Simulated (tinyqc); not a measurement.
Extended Hueckel theory, for BH3, step by step. Computed by tinyqc, a small Python program that keeps every step (integrals from PySCF). Settings: charge = 0, K = 1.5, multiplicity = 1. Command: `OMP_NUM_THREADS=1 python tinyqc.py 31029 31030 out.jsonl` (the two numbers bound the seeds that draw the settings). One thread of a shared host (Intel(R) Xeon(R) Processor @ 2.60GHz), about 0.01 s of CPU time with the checks.

## Overlaps

Geometry (angstrom):

| atom | x | y | z |
|---|---|---|---|
| B | 0.000000 | 0.000000 | 0.027000 |
| H | 1.189000 | 0.000000 | 0.000000 |
| H | -0.595000 | 1.030000 | 0.000000 |
| H | -0.595000 | -1.030000 | 0.000000 |

Parameters chosen for this run:

| element | shell | Slater exponent | H_ii (eV) |
|---|---|---|---|
| H | 1s | 1.300000 | -13.600000 |
| B | 2s | 1.300000 | -15.200000 |
| B | 2p | 1.300000 | -8.500000 |

Slater orbitals, each expanded in six Gaussians scaled to its exponent.

overlap S, lower triangle:
```
           1B 2s     1B 2px     1B 2py     1B 2pz     2H 1s     3H 1s     4H 1s
1B 2s   1.000000
1B 2px  0.000000   1.000000
1B 2py  0.000000   0.000000   1.000000
1B 2pz  0.000000   0.000000   0.000000   1.000000
2H 1s   0.488983   0.532140   0.000000  -0.012084  1.000000
3H 1s   0.488748  -0.266107   0.460655  -0.012075  0.092553  1.000000
4H 1s   0.488748  -0.266107  -0.460655  -0.012075  0.092553  0.092551  1.000000
```

## Wolfsberg-Helmholz matrix

diagonal H_ii (eV): 1B 2s -15.200000, 1B 2px -8.500000, 1B 2py -8.500000, 1B 2pz -8.500000, 2H 1s -13.600000, 3H 1s -13.600000, 4H 1s -13.600000

K = 1.500000

H_ij = K' S_ij (H_ii + H_jj)/2 for i != j (the diagonal keeps H_ii), with K' = 1.5.

H (eV), lower triangle:
```
             1B 2s     1B 2px     1B 2py     1B 2pz       2H 1s       3H 1s       4H 1s
1B 2s   -15.200000
1B 2px    0.000000  -8.500000
1B 2py    0.000000   0.000000  -8.500000
1B 2pz    0.000000   0.000000   0.000000  -8.500000
2H 1s   -10.562028  -8.820213   0.000000   0.200291  -13.600000
3H 1s   -10.556964   4.410719  -7.635363   0.200150   -1.888080  -13.600000
4H 1s   -10.556964   4.410719   7.635363   0.200150   -1.888080   -1.888045  -13.600000
```

## Orbitals

valence electrons = 6

Solve H C = S C e through S^(-1/2); fill by pairs from the bottom, a degenerate level sharing its electrons equally; each orbital has its largest coefficient positive (the first on a tie).

orbital energies (eV): -17.855636  -13.670340  -13.669929  -8.502578  2.581482  2.599857  8.443795

occupations: 2.000000  2.000000  2.000000  0.000000  0.000000  0.000000  0.000000

coefficients:
```
              MO1        MO2        MO3        MO4        MO5        MO6        MO7
1B 2s    0.554702   0.000038   0.000000   0.025268   0.000000  -0.001605   1.491314
1B 2px  -0.000005   0.297109   0.000000  -0.000001   0.000000   1.338605   0.001776
1B 2py   0.000000   0.000000   0.297076   0.000000   1.338043   0.000000   0.000000
1B 2pz   0.001331  -0.000001   0.000000   0.999550   0.000000   0.000046  -0.042819
2H 1s    0.268345   0.662414   0.000000  -0.008811   0.000000  -0.969775  -0.801885
3H 1s    0.268235  -0.331373   0.573838  -0.008810  -0.840129   0.486328  -0.799514
4H 1s    0.268235  -0.331373  -0.573838  -0.008810   0.840129   0.486328  -0.799514
```

sum of one-electron energies = -90.391809 eV

## Mulliken analysis

P = C n C^T; charge = valence electrons (H 1, B 3) minus the sum of (P S)_ii on the atom; overlap population = 2 sum P_ij S_ij between two atoms.

charges: 1B 0.966748, 2H -0.322031, 3H -0.322359, 4H -0.322359

Overlap populations:

| pair | value |
|---|---|
| 2-1 | 0.710091 |
| 3-1 | 0.709758 |
| 3-2 | -0.054616 |
| 4-1 | 0.709758 |
| 4-2 | -0.054616 |
| 4-3 | -0.054617 |
